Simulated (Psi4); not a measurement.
**PBE/def2-TZVPP run of BHF2 (SMILES FBF)**

What is the vertical singlet–triplet gap of BHF2 at PBE/def2-TZVPP? 

The results are computed with Psi4 1.11.

2 further runs of the same task are left out: 2 set aside as unsound or not needed.

## 1. The molecule

BHF2: 4 atoms, total charge 0, spin state singlet. SMILES: `FBF`. The coordinates come from a PBE0-D4/def2-TZVP relaxation.

Bond lengths: F1–B2 1.313 Å, B2–F3 1.313 Å, B2–H4 1.191 Å. Angles: F1–B2–F3 118.1°, F1–B2–H4 121.0°, F3–B2–H4 121.0°.

## 2. The energy at PBE/def2-TZVPP

Input file run_ase.py:

```python
import numpy as np
from ase.calculators.psi4 import Psi4
from ase import Atoms

atoms = Atoms(['F', 'B', 'F', 'H'], positions=[
    [1.154300, 0.456900, -0.361900],
    [-0.001900, -0.031000, 0.025200],
    [-1.095400, 0.528700, -0.438900],
    [-0.057000, -0.954600, 0.775600],
])
calc = Psi4(atoms=atoms, method='pbe', basis='def2-TZVPP', memory='1600MB', num_threads=1, charge=0, multiplicity=1, label='psi4-calc')
calc.psi4.set_options({'puream': True, 'e_convergence': 1e-09, 'd_convergence': 1e-08, 'scf_type': 'pk', 'dft_radial_points': 99, 'dft_spherical_points': 590})
atoms.calc = calc

print(f'energy: {atoms.get_potential_energy():.6f} eV')
```

On the command line:

```
python run_ase.py
```

psi4-calc.dat (excerpt; [...] marks lines left out):

```text
[...]
  Running in c1 symmetry.
[...]
  Nuclear repulsion =   61.888554759542060
[...]
  Multiplicity = 1
[...]
  Nalpha       = 12
  Nbeta        = 12
[...]
    Number of basis functions: 107
[...]
   @RKS iter   1:  -225.02246185199729   -3.94379e-01   4.89889e-03 DIIS/ADIIS
[...]
   @RKS iter  10:  -225.11447932141908   -1.16529e-12   3.60319e-09 DIIS
[...]
    Orbital Energies [Eh]
    ---------------------
    Doubly Occupied:
       1A    -24.283851     2A    -24.283815     3A     -6.607420
       4A     -1.148554     5A     -1.120737     6A     -0.528962
       7A     -0.483188     8A     -0.460568     9A     -0.444276
      10A     -0.392443    11A     -0.372366    12A     -0.334574
[...]
  @RKS Final Energy:  -225.11447932141908
   => Energetics <=
    Nuclear Repulsion Energy =             61.8885547595420604
    One-Electron Energy =                -435.1252847158090731
    Two-Electron Energy =                 173.2923275191254788
    DFT Exchange-Correlation Energy =     -25.1700768842775346
    Empirical Dispersion Energy =           0.0000000000000000
    VV10 Nonlocal Energy =                  0.0000000000000000
    Total Energy =                       -225.1144793214190827
[...]
 Multipole Moments:
 ------------------------------------------------------------------------------------
     Multipole            Electronic (a.u.)      Nuclear  (a.u.)        Total (a.u.)
 ------------------------------------------------------------------------------------
 L = 1.  Multiply by 2.5417464519 to convert [e a0] to [Debye]
 Dipole X            :          0.0534749           -0.0675938           -0.0141189
 Dipole Y            :          0.8994974           -1.1322755           -0.2327781
 Dipole Z            :         -0.7308059            0.9199550            0.1891490
 Magnitude           :                                                    0.3002705
[...]
```

The script printed:

```text
energy: -6125.676996 eV
```

Wall time 12 s (1 thread of Intel Xeon Platinum 8488C (Sapphire Rapids), shared host); peak memory 0.6 GiB.

## 3. The triplet: energy and gradient at UPBE/def2-TZVPP

Input file job.py:

```python
import psi4

psi4.set_memory('1600 MB')
psi4.set_num_threads(1)
psi4.set_output_file('bf2h.out', False)

molecule = psi4.geometry("""
0 3
F
B 1 1.313275
F 2 1.313162 1 118.0734
H 2 1.191291 3 120.9677 1 -179.99789
symmetry c1
""")

psi4.set_options({
    'reference': 'uks',
    'puream': True,
    'e_convergence': 1e-09,
    'd_convergence': 1e-08,
    'scf_type': 'pk',
    'dft_radial_points': 99,
    'dft_spherical_points': 590,
    'maxiter': 100,
})

e_tot, wfn = psi4.gradient("pbe/def2-TZVPP", molecule=molecule, return_wfn=True)
print('gradient / Eh bohr^-1')
print(e_tot.np.round(6))
print(f'energy = {wfn.energy():.10f} Eh')
for k, v in sorted(psi4.core.scalar_variables().items()):
    print(f'{k:45s} {v:18.10f}')
```

On the command line:

```
python job.py
```

bf2h.out (excerpt; [...] marks lines left out):

```text
[...]
  Running in c1 symmetry.
[...]
  Nuclear repulsion =   61.888559216060209
[...]
  Multiplicity = 3
[...]
  Nalpha       = 13
  Nbeta        = 11
[...]
    Number of basis functions: 107
[...]
   @UKS iter   1:  -224.75313822787962   -1.25056e-01   4.21948e-03 DIIS/ADIIS
[...]
   @UKS iter  12:  -224.84592425497451   -7.33280e-12   1.92439e-09 DIIS
[...]
   @S^2 Observed:                2.002236439E+00
[...]
  @UKS Final Energy:  -224.84592425497451
   => Energetics <=
    Nuclear Repulsion Energy =             61.8885592160602087
    One-Electron Energy =                -434.5965844085902745
    Two-Electron Energy =                 172.9783765692925783
    DFT Exchange-Correlation Energy =     -25.1162756317370430
    Empirical Dispersion Energy =           0.0000000000000000
    VV10 Nonlocal Energy =                  0.0000000000000000
    Total Energy =                       -224.8459242549745056
[...]
 Multipole Moments:
 ------------------------------------------------------------------------------------
     Multipole            Electronic (a.u.)      Nuclear  (a.u.)        Total (a.u.)
 ------------------------------------------------------------------------------------
 L = 1.  Multiply by 2.5417464519 to convert [e a0] to [Debye]
 Dipole X            :          0.0000186            0.0000367            0.0000553
 Dipole Y            :         -0.8185046            1.2523726            0.4338680
 Dipole Z            :         -0.4909641            0.7513308            0.2603667
 Magnitude           :                                                    0.5059963
[...]
  -Total Gradient:
     Atom            X                  Y                   Z
    ------   -----------------  -----------------  -----------------
       1       -0.000001965469    -0.025967740616     0.059551554300
       2        0.000007507108     0.022809195995     0.013767788255
       3       -0.000001965724     0.040403875511    -0.050979618573
       4       -0.000003591184    -0.037215741990    -0.022321962735
[...]
```

Standard output:

```text
gradient / Eh bohr^-1
[[-2.0000e-06 -2.5968e-02  5.9552e-02]
 [ 8.0000e-06  2.2809e-02  1.3768e-02]
 [-2.0000e-06  4.0404e-02 -5.0980e-02]
 [-4.0000e-06 -3.7216e-02 -2.2322e-02]]
energy = -224.8459242550 Eh
CURRENT ENERGY                                   -224.8459242550
CURRENT REFERENCE ENERGY                         -224.8459242550
DD SOLVATION ENERGY                                 0.0000000000
DFT FUNCTIONAL TOTAL ENERGY                      -224.8459242550
DFT TOTAL ENERGY                                 -224.8459242550
DFT VV10 ENERGY                                     0.0000000000
DFT XC ENERGY                                     -25.1162756317
GRID ELECTRONS ALPHA                               13.0000001313
GRID ELECTRONS BETA                                11.0000001055
GRID ELECTRONS TOTAL                               24.0000002368
NUCLEAR REPULSION ENERGY                           61.8885592161
ONE-ELECTRON ENERGY                              -434.5965844086
PCM POLARIZATION ENERGY                             0.0000000000
PE ENERGY                                           0.0000000000
SCF ITERATION ENERGY                             -224.8459242550
SCF ITERATIONS                                     12.0000000000
SCF TOTAL ENERGY                                 -224.8459242550
TWO-ELECTRON ENERGY                               172.9783765693
XC GRID RADIAL POINTS                              99.0000000000
XC GRID SPHERICAL POINTS                          590.0000000000
XC GRID TOTAL POINTS                           226791.0000000000
```

It took 26 s on 1 thread of Intel Xeon Platinum 8488C (Sapphire Rapids), shared host; peak memory 0.58 GiB.

## 4. Summary of results

Level: PBE/def2-TZVPP.

```
                                        quantity          value
                           singlet: total energy  -225.11448 Eh
                          singlet: dipole moment         0.76 D
                            singlet: HOMO energy       -9.10 eV
                            singlet: LUMO energy       -1.37 eV
                          singlet: HOMO–LUMO gap        7.74 eV
                           triplet: total energy  -224.84592 Eh
                          triplet: dipole moment         1.29 D
     triplet: HOMO energy (highest over α and β)       -2.33 eV
                                   triplet: ⟨S²⟩          2.002
               triplet: largest force on an atom     3.345 eV/Å
vertical energy of the triplet above the singlet       7.308 eV
```

At this shape the triplet lies 7.31 eV (169 kcal/mol) above the singlet.
